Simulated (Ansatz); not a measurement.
## A barrier at the coupled-cluster level

Start structure (Si₂H₈S, singlet), relaxed at PBE0-D4/def2-TZVP:

Si1  (-1.112, -0.564, 1.532)
S2  (0.868, -0.680, 2.325)
H3  (-1.280, 0.616, 0.645)
H4  (-1.471, -1.786, 0.770)
H5  (-1.991, -0.425, 2.718)
H6  (1.182, 1.647, -0.751)
Si7  (0.705, 0.740, -1.824)
H8  (1.453, -0.828, 1.124)
H9  (-0.658, 1.135, -2.255)
H10  (1.634, 0.798, -2.981)
H11  (0.670, -0.653, -1.302)
(Å)

The step: SiH₄S ([SiH3][SH]) + SiH₄ → Si₂H₆ ([SiH3][SiH3]) + H₂S; bonds formed: Si1–Si7, S2–H6; bonds broken: Si1–S2, H6–Si7. Program: Ansatz 0.2.0. Basis: def2-TZVPP and def2-QZVPP. Cores are frozen in the correlated methods. Extrapolation: Hartree–Fock as exp(−7.88 √X), correlation as X^−2.97. Energies below are by CCSD(T) at an estimated basis limit (MP2 extrapolated from triple and quadruple zeta, plus CCSD(T) − MP2 in triple zeta).

**Question.** What are the electronic barrier and the energy of the step, from the start structure to the end structure? (An estimate is asked for; the value comes from the calculation.)

**Answer.** The calculation gives: Barrier 269.4 kJ/mol; step energy 52.7 kJ/mol (uphill); reverse barrier, their difference, 216.7 kJ/mol. Barrier and step energy count from the start structure, the reverse barrier from the end structure.

The saddle point: One imaginary mode of 1085i cm⁻¹.
```
   pair  start (Å)  saddle (Å)  end (Å)
Si1–Si7       4.03        2.57     2.34
  S2–H6       3.87        1.80     1.34
 Si1–S2       2.14        2.53     3.84
 H6–Si7       1.48        1.80     4.02
```

Zero-point energy (harmonic, PBE0-D4): ZPE is 173.6 kJ/mol at the start and 169.0 kJ/mol at the saddle, so the barrier goes from 269.4 to 264.8 kJ/mol.

T1 diagnostic: at most 0.015.

Labels in which every atom is bracketed show which atoms are joined, not bond orders.

For scale, one of the runs: CCSD(T)/def2-TZVPP, 238 basis functions, launched by `ansatz run in.yaml --threads 4 --pin off --events-out ev --progress --plain --max-ram 9574MiB`. Hardware: 4 CPU threads of an Arm Neoverse V2, shared host. Wall time 51 s; peak host memory 3.9 GiB.
